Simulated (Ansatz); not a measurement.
C2H5NOS can be A, `C/N=C(/O)S`, or B, `N=CSCO`.

Calculated with Ansatz (gas phase, PBE0-D4/def2-TZVP geometries, no zero-point term in ΔE). CBS: MP2 limit from def2 TZ/QZ plus the TZ coupled-cluster correction, frozen cores. Functionals use def2-TZVPP. B3LYP here is the variant with VWN-RPA as its local correlation; programs differ in this. One conformer a species, not always the lowest.

Task: Which isomer does CCSD(T)/CBS put lower? Give the gap. (Best estimate.)

Result: Computed: A, by 8.4 kcal/mol.

Task: Give E(B) − E(A) in kcal/mol with HF/def2-TZVPP, PBE0-D4, CCSD/def2-TZVPP, B3LYP, BLYP-D4, CCSD(T)/def2-TZVPP, ωB97M-V. (Estimate.)

Result: The calculation gave: HF/def2-TZVPP 9.9, PBE0-D4 10.1, CCSD/def2-TZVPP 9.0, B3LYP 9.5, BLYP-D4 8.8, CCSD(T)/def2-TZVPP 8.8, ωB97M-V 9.6. None reverses the order clearly.

Task: Does the order hold for the free energy at 298.15 K (harmonic terms from PBE0-D4)? (An estimate is asked.)

Result: Computed: Yes: G(B) − G(A) = +9.8 kcal/mol, for one conformer each.

Largest T1 diagnostic: 0.014.

At CCSD(T), def2-SVP lies +3.6 kcal/mol from the extrapolated value and def2-TZVPP +0.4 kcal/mol. Leaving LDA and LC-ωPBE aside and taking each functional with its dispersion term where it has one, the values, not all of them listed here, spread over 1.8 kcal/mol, from BLYP-D4 to CAM-B3LYP-D4. LDA lies +3.4 kcal/mol from PBE without D4.
